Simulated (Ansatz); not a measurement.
# C2H2FNO: a spread of methods and bases

How do the results and run time of C2H2FNO respond when the settings are drawn wide?

Method: the settings change from run to run; program: Ansatz 0.2.0, Gaussian basis.

### 1 The relaxed structure

The geometry comes from an earlier relaxation with PBE0-D4 in a triple-zeta def2 set; it is a stationary point, not always the lowest conformer.

7 atoms, charge 0, spin multiplicity 1.

Atoms are counted from 1 here; the program's logs count them from 0.

Bond lengths: O1–C2 1.297 Å, O1–H6 0.967 Å, C2–C3 1.496 Å, C3–F4 1.332 Å, C3–N5 1.253 Å, N5–H7 1.020 Å. Angles: C2–O1–H6 108.5°, O1–C2–C3 108.1°, C2–C3–F4 118.4°, C2–C3–N5 122.5°, F4–C3–N5 119.1°, C3–N5–H7 107.6°.

### 2 wB97X-V/def2-mTZVP

Options: multiplicity 3, restricted open-shell orbitals, the search for lower states set to full.

in.yaml

```yaml
crystal:
  periodic: [false, false, false]
  atoms:
    - {symbol: O, position_ang: [-1.500868, 0.242552, 0.585409]}
    - {symbol: C, position_ang: [-0.216970, 0.422312, 0.625451]}
    - {symbol: C, position_ang: [0.393504, -0.331263, -0.513801]}
    - {symbol: F, position_ang: [-0.411395, -1.011868, -1.327564]}
    - {symbol: N, position_ang: [1.627985, -0.344176, -0.727387]}
    - {symbol: H, position_ang: [-1.901681, 0.727523, 1.320215]}
    - {symbol: H, position_ang: [2.070623, 0.227021, -0.008026]}
basis:
  gaussian: {orbitals: def2-mTZVP}
magnetization: {spin_polarized: false, initial_magnetization: 2}
hamiltonian: {xc: {name: wB97X-V}}
scf: {lower_state_search: full}
```

Run with:

```console
> ansatz run in.yaml --threads 2 --pin off --events-out ev --progress --plain --max-ram 4352MiB
```

The log of the run, cut to the lines that bear on the results:

```text
Functional definition: wB97X-V
  name "wB97X-V"
  cite "Mardirossian & Head-Gordon, Phys. Chem. Chem. Phys. 16, 9904 (2014) doi:10.1039/C3CP54374A"
  cite "Becke, J. Chem. Phys. 107, 8554 (1997) doi:10.1063/1.475007"
  cite "Vydrov & Van Voorhis, J. Chem. Phys. 133, 244103 (2010) doi:10.1063/1.3521275"
[...]
      + integral(e_c_pw_opposite_spin*poly(b97_u_opposite, cos0, cos1)) + vv10(b, c)
889 factors; their error is unknown
228 factors; integrals over basis functions are off by at most 1.3e-5 eV
[...]
mean field -8355.80511297 eV, -307.0701741337 hartree, gradient 3.5e-5 eV, S^2 2.000000; 8 other end points of the search recorded, 0 dependent functions left out
reference -8355.80511220 eV, -307.0701741053 hartree; 20, 18 occupied and 86, 88 virtual orbitals, 889 factors
Total energy: -8355.80511220 eV, -307.0701741053 hartree
```

Run time: 34 s. Hardware: 2 threads of Arm Neoverse V2, shared host.

### 3 wB97/cc-pVTZ

This run has charge +1, multiplicity 2, restricted open-shell orbitals, the search for lower states set to light.

in.yaml, as its differences from that of step 2:

```diff
@@ -11,5 +11,6 @@
 basis:
-  gaussian: {orbitals: def2-mTZVP}
-magnetization: {spin_polarized: false, initial_magnetization: 2}
-hamiltonian: {xc: {name: wB97X-V}}
-scf: {lower_state_search: full}
+  gaussian: {orbitals: cc-pVTZ}
+total_charge: 1
+magnetization: {spin_polarized: false, initial_magnetization: 1}
+hamiltonian: {xc: {name: wB97}}
+scf: {lower_state_search: light}
```

The command is unchanged.

The log of the run, cut to the lines that bear on the results:

```text
Functional definition: wB97
  name "wB97"
  cite "Chai & Head-Gordon, J. Chem. Phys. 128, 084106 (2008) doi:10.1063/1.2834918"
  cite "Becke, J. Chem. Phys. 107, 8554 (1997) doi:10.1063/1.475007"
[...]
  # The coefficients of nought are those of the uniform gas.
[...]
      + integral(e_c_pw_opposite_spin*poly(b97_u_opposite, 1, cos1, cos2, cos3, cos4))
936 factors; their error is unknown
258 factors; integrals over basis functions are off by at most 2.0e-5 eV
[...]
mean field -8348.95394318 eV, -306.8183982877 hartree, gradient 7.0e-5 eV, S^2 0.750000; 2 other end points of the search recorded, 0 dependent functions left out
reference -8348.95393728 eV, -306.8183980709 hartree; 19, 18 occupied and 159, 160 virtual orbitals, 936 factors
Total energy: -8348.95393728 eV, -306.8183980709 hartree
```

Wall time 10 s (2 threads of Arm Neoverse V2, shared host).

### 4 B3LYP5/cc-pVDZ

This run has multiplicity 3, restricted open-shell orbitals, atoms shaken by 0.08 Å.

in.yaml

```yaml
crystal:
  periodic: [false, false, false]
  atoms:
    - {symbol: O, position_ang: [-1.395286, 0.132163, 0.510484]}
    - {symbol: C, position_ang: [-0.259666, 0.373717, 0.551761]}
    - {symbol: C, position_ang: [0.456363, -0.464189, -0.555935]}
    - {symbol: F, position_ang: [-0.363933, -1.131126, -1.420816]}
    - {symbol: N, position_ang: [1.727467, -0.247644, -0.665418]}
    - {symbol: H, position_ang: [-1.923392, 0.767006, 1.213086]}
    - {symbol: H, position_ang: [2.047176, 0.329897, -0.083837]}
basis:
  gaussian: {orbitals: cc-pVDZ}
magnetization: {spin_polarized: false, initial_magnetization: 2}
hamiltonian: {xc: {name: B3LYP5}}
```

Launched as before.

The log of the run, cut to the lines that bear on the results:

```text
Functional definition: B3LYP5
  name "B3LYP5"
  cite "Stephens, Devlin, Chabalowski & Frisch, J. Phys. Chem. 98, 11623 (1994) doi:10.1021/j100096a001"
  cite "Becke, Phys. Rev. A 38, 3098 (1988) doi:10.1103/PhysRevA.38.3098"
  cite "Lee, Yang & Parr, Phys. Rev. B 37, 785 (1988) doi:10.1103/PhysRevB.37.785"
  cite "Vosko, Wilk & Nusair, Can. J. Phys. 58, 1200 (1980) doi:10.1139/p80-159"
[...]
744 factors; integrals over basis functions are off by at most 1.0e-3 eV
[...]
mean field -8349.89790593 eV, -306.8530882789 hartree, gradient 7.6e-5 eV, S^2 2.000000; 1 other end points of the search recorded, 0 dependent functions left out
reference -8349.89808250 eV, -306.8530947678 hartree; 20, 18 occupied and 60, 62 virtual orbitals, 744 factors
Total energy: -8349.89808250 eV, -306.8530947678 hartree
```

It took 3.1 s on 2 threads of Arm Neoverse V2, shared host.

### 5 B3LYP5/def2-SVP

Options: atoms shaken by 0.08 Å, the search for lower states set to light.

in.yaml

```yaml
crystal:
  periodic: [false, false, false]
  atoms:
    - {symbol: O, position_ang: [-1.569952, 0.266354, 0.525180]}
    - {symbol: C, position_ang: [-0.167425, 0.490231, 0.658618]}
    - {symbol: C, position_ang: [0.454368, -0.400169, -0.491021]}
    - {symbol: F, position_ang: [-0.381023, -1.100096, -1.189078]}
    - {symbol: N, position_ang: [1.667216, -0.334989, -0.671946]}
    - {symbol: H, position_ang: [-2.077232, 0.803310, 1.406407]}
    - {symbol: H, position_ang: [2.137217, 0.323263, 0.059390]}
basis:
  gaussian: {orbitals: def2-SVP}
hamiltonian: {xc: {name: B3LYP5}}
scf: {lower_state_search: light}
output: {forces: true}
```

Launched as before.

The log of the run, cut to the lines that bear on the results:

```text
Functional definition: B3LYP5
  name "B3LYP5"
  cite "Stephens, Devlin, Chabalowski & Frisch, J. Phys. Chem. 98, 11623 (1994) doi:10.1021/j100096a001"
  cite "Becke, Phys. Rev. A 38, 3098 (1988) doi:10.1103/PhysRevA.38.3098"
  cite "Lee, Yang & Parr, Phys. Rev. B 37, 785 (1988) doi:10.1103/PhysRevB.37.785"
  cite "Vosko, Wilk & Nusair, Can. J. Phys. 58, 1200 (1980) doi:10.1139/p80-159"
[...]
801 factors; integrals over basis functions are off by at most 1.0e-3 eV
[...]
mean field -8345.68161893 eV, -306.6981425894 hartree, gradient 4.0e-5 eV, S^2 0.000000; 0 other end points of the search recorded, 0 dependent functions left out
[...]
reference -8345.68180502 eV, -306.6981494282 hartree; 19, 19 occupied and 61, 61 virtual orbitals, 801 factors
Total energy: -8345.68180502 eV, -306.6981494282 hartree
Atom 0 at    -1.569952     0.266354     0.525180 Å, force     1.792209     2.777794     4.221422 eV/Å
Atom 1 at    -0.167425     0.490231     0.658618 Å, force    -3.790639    -1.665759    -1.333694 eV/Å
Atom 2 at     0.454368    -0.400169    -0.491021 Å, force    -2.140678     2.701236     3.187279 eV/Å
Atom 3 at    -0.381023    -1.100096    -1.189078 Å, force    -0.458484    -1.079609    -1.156210 eV/Å
Atom 4 at     1.667216    -0.334989    -0.671946 Å, force     3.617330     0.705302     0.353669 eV/Å
Atom 5 at    -2.077232     0.803310     1.406407 Å, force     2.225326    -2.081122    -3.763295 eV/Å
Atom 6 at     2.137217     0.323263     0.059390 Å, force    -1.245062    -1.357841    -1.509171 eV/Å
Dipole moment:    -0.332279     0.273221     0.427906 e Å
```

Run time: 1.1 s. Hardware: 2 threads of Arm Neoverse V2, shared host.

Largest force 5.362 eV/Å, dipole 2.91 D.

### 6 rPW86-PBE/6-31G

Set apart from the defaults: density fitting with def2-universal-jkfit, a point charge of 0.50 e beside it, D3(BJ) with three-body dispersion, the search for lower states set to off.

in.yaml

```yaml
crystal:
  periodic: [false, false, false]
  atoms:
    - {symbol: O, position_ang: [-1.500868, 0.242552, 0.585409]}
    - {symbol: C, position_ang: [-0.216970, 0.422312, 0.625451]}
    - {symbol: C, position_ang: [0.393504, -0.331263, -0.513801]}
    - {symbol: F, position_ang: [-0.411395, -1.011868, -1.327564]}
    - {symbol: N, position_ang: [1.627985, -0.344176, -0.727387]}
    - {symbol: H, position_ang: [-1.901681, 0.727523, 1.320215]}
    - {symbol: H, position_ang: [2.070623, 0.227021, -0.008026]}
basis:
  gaussian: {orbitals: 6-31G, fitting: {mean_field: def2-universal-jkfit}, point_charges: [{charge: 0.50, position_ang: [5.090, -0.750, -0.153]}]}
hamiltonian: {xc: {name: rPW86-PBE}, dispersion: d3bjatm}
scf: {lower_state_search: off}
output: {forces: true}
```

Same command.

The log of the run, cut to the lines that bear on the results:

```text
Functional definition: rPW86-PBE
  name "rPW86-PBE"
  cite "Murray, Lee & Langreth, J. Chem. Theory Comput. 5, 2754 (2009) doi:10.1021/ct900365q"
  cite "Perdew, Burke & Ernzerhof, Phys. Rev. Lett. 77, 3865 (1996) doi:10.1103/PhysRevLett.77.3865"
  parent pbe
[...]
417 factors; integrals over basis functions are off by at most 2.3e-2 eV
[...]
mean field -8369.84292203 eV, -307.5860541012 hartree, gradient 2.5e-6 eV, S^2 0.000000; 0 other end points of the search recorded, 0 dependent functions left out
[...]
reference -8369.84297841 eV, -307.5860561733 hartree; 19, 19 occupied and 30, 30 virtual orbitals, 417 factors
Total energy: -8369.95139175 eV, -307.5900402901 hartree
Atom 0 at    -1.500868     0.242552     0.585409 Å, force    -2.132740    -0.558346    -0.433065 eV/Å
Atom 1 at    -0.216970     0.422312     0.625451 Å, force     2.653836     0.483234     0.243877 eV/Å
Atom 2 at     0.393504    -0.331263    -0.513801 Å, force    -0.694638     0.959300     1.378705 eV/Å
Atom 3 at    -0.411395    -1.011868    -1.327564 Å, force    -1.711263    -1.524989    -1.825412 eV/Å
Atom 4 at     1.627985    -0.344176    -0.727387 Å, force     2.371512    -0.253577    -0.543904 eV/Å
Atom 5 at    -1.901681     0.727523     1.320215 Å, force    -0.856757     0.455916     0.768478 eV/Å
Atom 6 at     2.070623     0.227021    -0.008026 Å, force     0.414848     0.475789     0.480186 eV/Å
Dipole moment:    -0.533663     0.357975     0.562135 e Å
Checks for a lower state left out: stability, starts, cluster_reference, orbital_swaps, neighbouring_geometries, increment
```

It took 0.95 s on 2 threads of Arm Neoverse V2, shared host.

Largest force 2.930 eV/Å, dipole 4.10 D.

### 7 PBE0-DH/x2c-TZVPPall

This run has charge +1, multiplicity 2, atoms shaken by 0.08 Å, the search for lower states set to off.

in.yaml

```yaml
crystal:
  periodic: [false, false, false]
  atoms:
    - {symbol: O, position_ang: [-1.507725, 0.084344, 0.592958]}
    - {symbol: C, position_ang: [-0.149486, 0.379210, 0.658510]}
    - {symbol: C, position_ang: [0.389766, -0.340707, -0.579130]}
    - {symbol: F, position_ang: [-0.368298, -0.990517, -1.428413]}
    - {symbol: N, position_ang: [1.660062, -0.378422, -0.662081]}
    - {symbol: H, position_ang: [-1.985237, 0.637047, 1.576559]}
    - {symbol: H, position_ang: [1.939162, 0.176419, 0.037114]}
basis:
  gaussian: {orbitals: x2c-TZVPPall}
total_charge: 1
magnetization: {spin_polarized: true, initial_magnetization: 1}
hamiltonian: {xc: {name: PBE0-DH}}
scf: {lower_state_search: off}
output: {forces: true}
```

The command is unchanged.

The log of the run, cut to the lines that bear on the results:

```text
Functional definition: PBE0-DH
  name "PBE0-DH"
  cite "Brémond & Adamo, J. Chem. Phys. 135, 024106 (2011) doi:10.1063/1.3604569"
  cite "Perdew, Burke & Ernzerhof, Phys. Rev. Lett. 77, 3865 (1996) doi:10.1103/PhysRevLett.77.3865"
[...]
1167 factors; integrals over basis functions are off by at most 8.1e-4 eV
[...]
mean field -8341.10281646 eV, -306.5298747024 hartree, gradient 9.7e-6 eV, S^2 0.775004; 0 other end points of the search recorded, 0 dependent functions left out
5 core orbitals not correlated: weight in the atoms' cores, before any rotation towards them, 1.000 or more for the frozen orbitals, at most 0.000 for the correlated occupied ones
reference -8341.10283139 eV, -306.5298752509 hartree; 14, 13 occupied and 164, 165 virtual orbitals, 1167 factors
second order -32.88310813 eV of doubles, -0.00000000 eV of singles
[...]
Total energy: -8345.21321990 eV, -306.6809292428 hartree
Relativity: scalar
Atom 0 at    -1.507725     0.084344     0.592958 Å, force     4.088781     4.945134     6.496712 eV/Å
Atom 1 at    -0.149486     0.379210     0.658510 Å, force    -8.172708    -3.765816    -4.029286 eV/Å
Atom 2 at     0.389766    -0.340707    -0.579130 Å, force     3.001826    -0.308207    -0.214479 eV/Å
Atom 3 at    -0.368298    -0.990517    -1.428413 Å, force     0.177835     1.298397     1.720670 eV/Å
Atom 4 at     1.660062    -0.378422    -0.662081 Å, force    -3.063645    -2.284630    -3.114370 eV/Å
Atom 5 at    -1.985237     0.637047     1.576559 Å, force     1.516748    -2.462926    -4.155365 eV/Å
Atom 6 at     1.939162     0.176419     0.037114 Å, force     2.451163     2.578046     3.296119 eV/Å
Dipole moment:    -0.437198     0.770469     1.222484 e Å
Checks for a lower state left out: starts, cluster_reference, orbital_swaps, neighbouring_geometries, increment
```

Wall time 21 s (2 threads of Arm Neoverse V2, shared host); peak memory 0.92 GiB.

Largest force 9.859 eV/Å, ⟨S²⟩ 0.775.

### 8 BHLYP/def2-SVPD

This run has D3(BJ) dispersion, high accuracy, the search for lower states set to light.

in.yaml

```yaml
crystal:
  periodic: [false, false, false]
  atoms:
    - {symbol: O, position_ang: [-1.500868, 0.242552, 0.585409]}
    - {symbol: C, position_ang: [-0.216970, 0.422312, 0.625451]}
    - {symbol: C, position_ang: [0.393504, -0.331263, -0.513801]}
    - {symbol: F, position_ang: [-0.411395, -1.011868, -1.327564]}
    - {symbol: N, position_ang: [1.627985, -0.344176, -0.727387]}
    - {symbol: H, position_ang: [-1.901681, 0.727523, 1.320215]}
    - {symbol: H, position_ang: [2.070623, 0.227021, -0.008026]}
basis:
  gaussian: {orbitals: def2-SVPD}
hamiltonian: {xc: {name: BHLYP}, dispersion: d3bj}
accuracy: high
scf: {lower_state_search: light}
output: {forces: true}
```

Launched as before.

The log of the run, cut to the lines that bear on the results:

```text
Functional definition: BHLYP
  name "BHLYP"
  cite "Becke, J. Chem. Phys. 98, 1372 (1993) doi:10.1063/1.464304"
  cite "Becke, Phys. Rev. A 38, 3098 (1988) doi:10.1103/PhysRevA.38.3098"
  cite "Lee, Yang & Parr, Phys. Rev. B 37, 785 (1988) doi:10.1103/PhysRevB.37.785"
[...]
2509 factors; integrals over basis functions are off by at most 3.3e-9 eV
[...]
mean field -8347.10329182 eV, -306.7503881045 hartree, gradient 5.3e-8 eV, S^2 0.000000; 0 other end points of the search recorded, 0 dependent functions left out
[...]
reference -8347.10331765 eV, -306.7503890536 hartree; 19, 19 occupied and 103, 103 virtual orbitals, 2509 factors
Total energy: -8347.24561701 eV, -306.7556184589 hartree
Atom 0 at    -1.500868     0.242552     0.585409 Å, force     0.398554     0.462991     0.574191 eV/Å
Atom 1 at    -0.216970     0.422312     0.625451 Å, force    -0.621266    -0.266093    -0.265689 eV/Å
Atom 2 at     0.393504    -0.331263    -0.513801 Å, force     0.433965    -0.184446    -0.325546 eV/Å
Atom 3 at    -0.411395    -1.011868    -1.327564 Å, force     0.168551     0.241109     0.307427 eV/Å
Atom 4 at     1.627985    -0.344176    -0.727387 Å, force    -0.458883     0.225370     0.384598 eV/Å
Atom 5 at    -1.901681     0.727523     1.320215 Å, force     0.104971    -0.297594    -0.428169 eV/Å
Atom 6 at     2.070623     0.227021    -0.008026 Å, force    -0.025892    -0.181337    -0.246813 eV/Å
Dipole moment:    -0.363413     0.315729     0.495362 e Å
```

Wall time 7 s (2 threads of Arm Neoverse V2, shared host); peak memory 0.5 GiB.

Largest force 0.838 eV/Å, dipole 3.32 D.

### 9 The runs in one table

```
               level  charge  multiplicity               geometry  functions  energy (eV)    time
  wB97X-V/def2-mTZVP       0             3                relaxed        106    -8355.805    34 s
        wB97/cc-pVTZ       1             2                relaxed        178    -8348.954    10 s
      B3LYP5/cc-pVDZ       0             3                 shaken         80    -8349.898   3.1 s
     B3LYP5/def2-SVP       0             1                 shaken         80    -8345.682   1.1 s
     rPW86-PBE/6-31G       0             1  relaxed, point charge         49    -8369.951  0.95 s
PBE0-DH/x2c-TZVPPall       1             2                 shaken        183    -8345.213    21 s
     BHLYP/def2-SVPD       0             1                relaxed        122    -8347.246     7 s
```

### 10 Summary of results

```
quantity                     value
    runs                         7
quickest   rPW86-PBE/6-31G, 0.95 s
 slowest  wB97X-V/def2-mTZVP, 34 s
```

What this shows: The runs differ in state or geometry as well as level, so their energies can't be set against each other. wB97X-V/def2-mTZVP took 35 times as long as rPW86-PBE/6-31G. The jobs differ in tasks and options as well as level. At the PBE0-D4/def2-TZVP geometry and in the same state, runs without warnings or point charges leave forces up to 0.84 eV/Å (BHLYP/def2-SVPD), against 5.4 eV/Å where the atoms were moved.
